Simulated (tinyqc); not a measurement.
Inside a calculation. Method: MP2 on RHF in the sto-3g basis, for H2O, spin multiplicity 1. One step of it, computed by the program tinyqc.

Task: Iteration 9 (converged): orbitals. Diagonalise F' = X^T F X, C = X C', fill 5 alpha and 5 beta electrons from the bottom; D = 2 C_occ C_occ^T. Each column has its largest component positive (the first on a tie).

converged F (hartree):
```
             1O 1s      1O 2s     1O 2px     1O 2py     1O 2pz      2H 1s      3H 1s
1O 1s   -20.271878  -5.166007   0.000000   0.000000  -0.023955  -0.748430  -0.748430
1O 2s    -5.166007  -2.407183   0.000000   0.000000  -0.063338  -0.729151  -0.729151
1O 2px    0.000000   0.000000  -0.393036   0.000000   0.000000   0.000000   0.000000
1O 2py    0.000000   0.000000   0.000000  -0.212556   0.000000  -0.327068   0.327068
1O 2pz   -0.023955  -0.063338   0.000000   0.000000  -0.251641  -0.330799  -0.330799
2H 1s    -0.748430  -0.729151   0.000000  -0.327068  -0.330799  -0.375127  -0.242362
3H 1s    -0.748430  -0.729151   0.000000   0.327068  -0.330799  -0.242362  -0.375127
```

X:
```
            1O 1s      1O 2s    1O 2px     1O 2py     1O 2pz      2H 1s      3H 1s
1O 1s    1.023397  -0.134550  0.000000   0.000000  -0.006982   0.017506   0.017506
1O 2s   -0.134550   1.131642  0.000000   0.000000   0.064861  -0.196530  -0.196530
1O 2px   0.000000   0.000000  1.000000   0.000000   0.000000   0.000000   0.000000
1O 2py   0.000000   0.000000  0.000000   1.055316   0.000000  -0.151215   0.151215
1O 2pz  -0.006982   0.064861  0.000000   0.000000   1.038344  -0.116633  -0.116633
2H 1s    0.017506  -0.196530  0.000000  -0.151215  -0.116633   1.108890  -0.066633
3H 1s    0.017506  -0.196530  0.000000   0.151215  -0.116633  -0.066633   1.108890
```

Give: F' = X^T F X; orbital energies; coefficients C; D after iteration 9.

Result:

F' = X^T F X (hartree):
```
          1        2        3        4        5        6        7
1  -19.8992  -2.6792   0.0000   0.0000  -0.0524  -0.0731  -0.0731
2   -2.6792  -1.3478   0.0000   0.0000   0.0991  -0.3624  -0.3624
3    0.0000   0.0000  -0.3930   0.0000   0.0000   0.0000   0.0000
4    0.0000   0.0000   0.0000  -0.0340   0.0000  -0.3632   0.3632
5   -0.0524   0.0991   0.0000   0.0000  -0.1229  -0.3025  -0.3025
6   -0.0731  -0.3624   0.0000  -0.3632  -0.3025  -0.0337  -0.0731
7   -0.0731  -0.3624   0.0000   0.3632  -0.3025  -0.0731  -0.0337
```

orbital energies (hartree): MO1 -20.2800, MO2 -1.1992, MO3 -0.5123, MO4 -0.4461, MO5 -0.3930, MO6 0.4485, MO7 0.5176

coefficients C:
```
            MO1      MO2      MO3      MO4     MO5      MO6      MO7
1O 1s    0.9945  -0.2416   0.0000   0.0920  0.0000  -0.1007   0.0000
1O 2s    0.0233   0.9040   0.0000  -0.4665  0.0000   0.5871   0.0000
1O 2px   0.0000   0.0000   0.0000   0.0000  1.0000   0.0000   0.0000
1O 2py   0.0000   0.0000   0.6266   0.0000  0.0000   0.0000   0.8757
1O 2pz   0.0029   0.0754   0.0000   0.7142  0.0000   0.7706   0.0000
2H 1s   -0.0041   0.1357   0.4558   0.3535  0.0000  -0.6725  -0.7114
3H 1s   -0.0041   0.1357  -0.4558   0.3535  0.0000  -0.6725   0.7114
```

D after iteration 9:
```
          1O 1s    1O 2s  1O 2px   1O 2py   1O 2pz    2H 1s    3H 1s
1O 1s    2.1119  -0.4763  0.0000   0.0000   0.1008  -0.0086  -0.0086
1O 2s   -0.4763   2.0709  0.0000   0.0000  -0.5298  -0.0846  -0.0846
1O 2px   0.0000   0.0000  2.0000   0.0000   0.0000   0.0000   0.0000
1O 2py   0.0000   0.0000  0.0000   0.7853   0.0000   0.5712  -0.5712
1O 2pz   0.1008  -0.5298  0.0000   0.0000   1.0316   0.5254   0.5254
2H 1s   -0.0086  -0.0846  0.0000   0.5712   0.5254   0.7023  -0.1286
3H 1s   -0.0086  -0.0846  0.0000  -0.5712   0.5254  -0.1286   0.7023
```
